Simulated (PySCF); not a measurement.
# C5H13N: the cost of one run

Programs: PySCF 2.14.0, with density-fitted response routines of our own. Each step states its level of theory. These are calculated values for one molecule, in the gas phase or a continuum, unless marked as measured. Atoms are numbered from 0 throughout.

**1. The molecule as given**

19 atoms, charge 0, multiplicity 1; geometry from: GFN2-xTB. The atoms were then displaced at random by about 0.01 Å, so the start is not that level's minimum.

Bonds of the start (Å): C0–C1 1.52, C1–C2 1.52, C1–N3 1.42, N3–C4 1.47, N3–C5 1.46, C0–H6 1.08, C0–H7 1.12, C0–H8 1.12, C1–H9 1.10, C2–H10 1.08, C2–H11 1.07, C2–H12 1.08, C4–H13 1.09, C4–H14 1.09, C4–H15 1.13, C5–H16 1.09, C5–H17 1.11, C5–H18 1.09.

**2. Geometry optimisation at PBE0-D3(BJ)/def2-SVP**

Job settings and geometry (Å):

```
{"job": {"xc": "PBE0", "basis": "def2-SVP", "d3": "d3bj", "grid": 1, "shake": 0.01, "kind": "geom"}, "charge": 0, "multiplicity": 1}
C      0.924270     1.015420     0.977220
C      0.633860    -0.345370     0.355940
C      1.715590    -0.693090    -0.659030
N     -0.641810    -0.507130    -0.254640
C     -1.748700    -0.670190     0.696800
C     -1.026430     0.474100    -1.260540
H      1.858440     1.025950     1.510620
H      0.975500     1.808900     0.194740
H      0.114590     1.315110     1.693010
H      0.680850    -1.087780     1.172800
H      1.852900     0.093700    -1.380310
H      1.487260    -1.613220    -1.156410
H      2.655240    -0.813030    -0.143990
H     -1.500110    -1.435580     1.433170
H     -2.649220    -0.987380     0.175930
H     -1.982920     0.275120     1.264950
H     -0.210860     0.576100    -1.978250
H     -1.259550     1.468020    -0.835440
H     -1.909620     0.107390    -1.785830
```

On the command line:

```console
$ OMP_NUM_THREADS=1 python probes_run.py task.json out
```

This one command runs all jobs of the session in turn.

Q: Estimate the wall time and peak memory of this first job on 1 thread of AMD EPYC, shared host.

About 2.4 min, with a peak of 0.63 GiB.
